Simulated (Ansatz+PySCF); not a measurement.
**singlet CO₂: levels of theory in one basis**

```
atom    x (Å)    y (Å)    z (Å)
   O  -0.0130  -0.0123  -1.2060
   C  -0.0472   0.0129  -0.0104
   O   0.0186   0.0373   1.1318
```

Basis set: def2-SVP (spherical functions). Frozen core: 3 orbitals. Charge 0, multiplicity 1.

Computed with Ansatz (development build ahead of 0.2.0); each method stands on the lowest determinant of its kind that the runs found. NEVPT2 correlates all electrons. Active spaces start from the frontier orbitals, and the lowest solution found is given.

```tsv
method	E − E(RHF) (eV)	<S²> of the determinant
RHF	0.00	0.00
RHF-MP2	-13.19	–
UHF-CCSD	-13.09	0.00
CASSCF(8,6)	-2.28	–
SC-NEVPT2(8,6)	-13.11	–
```

Q: What does RHF-CCSD(T) give on the same scale?

A: -13.59 eV.

Q: Is a single determinant a sound starting point here?

A: By this sign, yes. Unrestricted orbitals gain 0.00 eV and <S²> is 0.00 against 0.00 for a pure state. The CASSCF(8,6) natural occupations are 1.98, 1.98, 1.96, 1.96, 0.06, 0.06.
